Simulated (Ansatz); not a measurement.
**Relaxing Mo2Os**

Method: DFT PBE, scalar-relativistic, plane waves, PAW (Ansatz 0.2.0). Cutoff 420 eV, Γ-centred k mesh, Gaussian smearing, no spin polarisation in the final step.

The start puts Mo2Os on the AlB2 structure type (P6/mmm, No. 191), with Os in place of Al, Mo in place of B, at a guessed volume.

```xyz
3
Lattice="3.5002 0.0000 0.0000 -1.7501 3.0313 0.0000 0.0000 0.0000 3.7793" Properties=species:S:1:pos:R:3 pbc="T T T"
Mo    0.0000    2.0209    1.8897
Mo    1.7501    1.0104    1.8897
Os    0.0000    0.0000    0.0000
```

Cell and atoms relax at zero pressure; the relaxation can't lower the symmetry of the start. After a coarse first stage the cell is made exact in the group found at 0.06 Å.

The zero of energy is the elements' standard structures at the same level; no fitted shifts are applied.

Task: What does it relax into?

Result: It keeps P6/mmm (No. 191), but not the shape of the type it started on. Conventional cell: a = 4.408 Å, c = 2.741 Å. Mo is coordinated by 3 Mo at 2.54 Å, 2 Mo at 2.74 Å and 6 Os at 2.89 Å; Os has 2 Os at 2.74 Å and 12 Mo at 2.89 Å.

```xyz
3
Lattice="4.4077 0.0000 0.0000 -2.2038 3.8172 0.0000 0.0000 0.0000 2.7408" Properties=species:S:1:pos:R:3 pbc="T T T"
Mo    0.0000    2.5448    1.3704
Mo    2.2038    1.2724    1.3704
Os    0.0000    0.0000    0.0000
```

Task: What are its volume, energy, density and gap?

Result: The volume per atom is 15.37 Å³ and the density is 13.76 g/cm³. The energy over the elements is 0.34 eV/atom. The gap on the 12×12×16 mesh is 0 eV (a metal).

The final run used a 12×12×16 mesh on its 3-atom cell and 0.10 eV smearing. For metals, differences of a few meV/atom aren't resolved. Spin–orbit coupling is left out. Symmetry constrained the relaxation, so the result can be a saddle point.

Cost: 4 runs of about 0.84 core-minutes in all, on Intel Xeon Platinum 8581C (Emerald Rapids) (shared hosts).